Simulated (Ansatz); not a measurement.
System: SiSe2 (Ibam, No. 72). Method: G0W0@PBEsol (Ansatz, a quantum-chemistry and plane-wave program, hard PAW, contour deformation).

The cell has the measured lattice parameters. Conventional cell: a = 5.9980 Å, b = 9.6690 Å, c = 5.8510 Å, α = 90.00°, β = 90.00°, γ = 90.00°.

The quasiparticle gap at Γ at a fixed k mesh 2×2×2:

```
response cutoff           value (eV)
------------------------  ----------
140 eV, 1172 empty bands       4.508
175 eV, 1639 empty bands       4.544
210 eV, 2154 empty bands       4.566
280 eV, 3316 empty bands       4.590
```

**Question.** Taking the value to converge with the response cutoff E as E^(−3/2), extrapolate from the last two rows.

**Answer.** With y = y∞ + c/w and weights w = 3043 and 4685 for the last two rows, y∞ = (w2 y2 − w1 y1)/(w2 − w1) = (4685 × 4.590 − 3043 × 4.566)/1642 = 4.634 eV, which lies 0.044 beyond the last row. Successive pairs of rows give 4.635, 4.636, 4.634. The limit also hangs on the law assumed, so its last digits aren't firm.

The other settings are not extrapolated, so this is the limit in one setting alone.

At the last cutoff the smallest gap on this mesh is 3.30 eV, with an edge away from Γ.

Spin–orbit coupling is not included.
